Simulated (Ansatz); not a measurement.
# SiNH2+ (triplet): the correlation ladder, cc-pVDZ

An exercise on one series of results from a longer session: the logs are not shown, and one member is left open.

Program: Ansatz 0.2.0, Gaussian basis. Level of theory: cc-pVDZ, core rule «outside noble gas», up to 6 orbitals frozen. These are calculated values, not measurements.

Plan: UHF; CCSD(T) on ROHF; CCSD(T) on UHF; BCCD(T) on ROHF; CISD as a restricted active space (open shells left free, so some higher excitations enter); CCSDT(Q) on ROHF; CCSDT(Q) on UHF; CASSCF and MRCISD+Q, 10 electrons in 10 orbitals; CASSCF and NEVPT2, 10 electrons in 10 orbitals.

20 further runs of the same task are left out: 2 for a known fault of the program, 6 that didn't finish, 12 set aside as unsound or not needed. Runs told in other sessions of the task aren't counted.

## The geometry

The geometry is a PBE0/def2-TZVP stationary point (not a proven minimum) of the parent state, kept for this charge and spin.

4 atoms, charge 1, spin multiplicity 3.

Atoms are counted from 1 here; the program's logs count them from 0.

Bond lengths: Si1–N2 1.726 Å, N2–H3 1.004 Å, N2–H4 1.004 Å. Angles: Si1–N2–H3 121.8°, Si1–N2–H4 121.8°, H3–N2–H4 116.4°.

The first run:

File in.yaml:

```yaml
crystal:
  periodic: [false, false, false]
  atoms:
    - {symbol: Si, position_ang: [0.000000, 0.000000, 0.651167]}
    - {symbol: N, position_ang: [0.000000, 0.000000, -1.074836]}
    - {symbol: H, position_ang: [0.000000, -0.852806, -1.603987]}
    - {symbol: H, position_ang: [0.000000, 0.852806, -1.603987]}
basis:
  gaussian: {orbitals: cc-pVDZ}
total_charge: 1
magnetization: {spin_polarized: true, initial_magnetization: 2}
hamiltonian: {xc: hf}
output: {orbitals: {seedname: orbitals}}
```

Launch:

```bash
> ansatz run in.yaml --threads 1 --pin off --events-out ev --progress --plain --max-ram 2393MiB
```

Among the steps run: UHF; CCSD(T) on ROHF; CCSD(T) on UHF; BCCD(T) on ROHF; CISD as a restricted active space (open shells left free, so some higher excitations enter); CCSDT(Q) on ROHF; CCSDT(Q) on UHF; CASSCF and MRCISD+Q, 10 electrons in 10 orbitals; CASSCF and NEVPT2, 10 electrons in 10 orbitals.

One of the session's tables, all rows but one given; the rest of the session is left out.

```
          method  from UCCSDT(Q) (meV)
            ROHF               +6658.5
             UHF               +6592.2
            RMP2                +795.2
            UMP2                +760.9
            CISD                +671.6
           RCCSD                +273.3
           UCCSD                +271.2
        RCCSD(T)                 +51.1
        UCCSD(T)                 +51.3
         BCCD(T)                     ?
          RCCSDT                 +24.6
          UCCSDT                 +24.2
       RCCSDT(Q)                  +4.6
       UCCSDT(Q)                     0
  CASSCF valence               +3403.1
  NEVPT2 valence                +890.9
  MRCISD valence                +225.8
MRCISD+Q valence                 +75.3
```

Estimate the missing values for BCCD(T).

As computed: from UCCSDT(Q) (meV): +55.9. In the column «from UCCSDT(Q) (meV)» it lies between UCCSD(T) (+51.3) and MRCISD+Q valence (+75.3).

To keep in mind: Restricted and unrestricted rows rest on different reference determinants; a gap between their highest levels can come from leftover correlation error, from unlike frozen cores or from another state.
